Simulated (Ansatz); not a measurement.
Results of the Gaussian-basis code of Ansatz.

A structure relaxed at PBE0-D4/def2-TZVP, charge 0, multiplicity 1:

```xyz
11

C    -0.3148   -0.2032   -1.1952
C     0.3569    0.2395    0.0729
C    -0.2933   -0.2059    1.3461
N     1.4085    0.9451    0.1337
H     0.2192    0.1512   -2.0778
H    -0.3756   -1.2948   -1.2349
H    -1.3429    0.1694   -1.2328
H     0.2623    0.1711    2.2026
H    -0.3358   -1.2984    1.3929
H    -1.3262    0.1520    1.3960
H     1.7417    1.1741   -0.8036
```

Task: Give its formula and SMILES.

Result: C3H7N, `CC(C)=N`.

Task: Point group (tolerance 0.08 Å, 0.16 Å for H)?

Result: Cs.

Task: Summarise the bond lengths by kind.

Result: 2 × C–C 1.497 to 1.502 Å; 6 × C–H 1.088 to 1.094 Å; 1 × C–N 1.268 Å; 1 × H–N 1.021 Å.
